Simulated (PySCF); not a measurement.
## How well do the runs reproduce experiment for 1,2-dichloroethane?

**Measured values to compare with.**

From NIST CCCBDB Release 22 (SRD 101), experimental polarizabilities, for the gas: mean polarisability 8 Å³.

How close the calculation comes is told at the end.

1,2-dichloroethane, C2H4Cl2.
SMILES with atom numbers: `[Cl:1][CH2:2][CH2:3][Cl:4]` (hydrogens: H5, H6 on C2; H7, H8 on C3)

Structure used (GFN2-xTB), in Å, numbered top down from 1:
```xyz
8
C2H4Cl2 angstrom
Cl    -1.9133    0.9262    0.3362
C     -0.6814   -0.3255    0.0253
C      0.6838    0.3271   -0.0307
Cl     1.9174   -0.9218   -0.3471
H     -0.9327   -0.8023   -0.9219
H     -0.7423   -1.0516    0.8356
H      0.7417    1.0554   -0.8393
H      0.9359    0.8018    0.9173
```

The PySCF runs (gas phase, on this GFN2-xTB geometry; no spin–orbit coupling):

```tsv
level	job	basis functions	wall time
PBE0/def2-SVPD	8 singlets by full TDDFT, 3 Tamm–Dancoff triplets, polarisability	126	13 s
```

Hardware: an Arm Neoverse N1 with one thread, shared host.

## Comparison

**Mean polarisability.** Measured: 8 Å³ (NIST CCCBDB Release 22 (SRD 101), experimental polarizabilities).

| level | computed (Å³) | computed − measured (Å³) | % (from the printed values) |
| --- | --- | --- | --- |
| PBE0/def2-SVPD | 8.15 | +0.15 | +2 |

The computed values are static and purely electronic, with core orbitals frozen in the response (1 au = 0.148185 Å³). The table of measured values doesn't say here whether a value is static or optical, or holds a vibrational part. The measurement averages over conformers, the calculation has one.

The geometry is computed, not the measured one. Where a level misses, the cause wasn't examined.
